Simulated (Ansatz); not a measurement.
Property card for ZnAg

Level of theory: DFT PBEsol, scalar-relativistic, plane waves, PAW in Ansatz.

Cutoff 420 eV; k points 14×14×14 on the computed 2-atom cell (Γ-centred); Gaussian smearing, width 0.10 eV; no spin polarisation.

The structure is relaxed at this level of theory with its symmetry kept. Whether it is the stable form of this composition wasn't checked.

```
Zn Ag
1.0
     3.11638    0.00000    0.00000
     0.00000    3.11638    0.00000
     0.00000    0.00000    3.11638
Zn Ag
1 1
Direct
  0.50000 0.50000 0.50000
  0.00000 0.00000 0.00000
```

**Question.** Formation energy from the elements' standard states (uncorrected)?

**Answer.** -0.066 eV/atom.

**Question.** Density of states at the Fermi level?

**Answer.** 0.48 states/eV per cell.

**Question.** Bulk modulus?

**Answer.** 116 GPa.

**Question.** Its pressure derivative?

**Answer.** 5.4.

**Question.** Bader charges (e)?

**Answer.** Zn (1 in the cell) 0.31, Ag (1 in the cell) -0.31.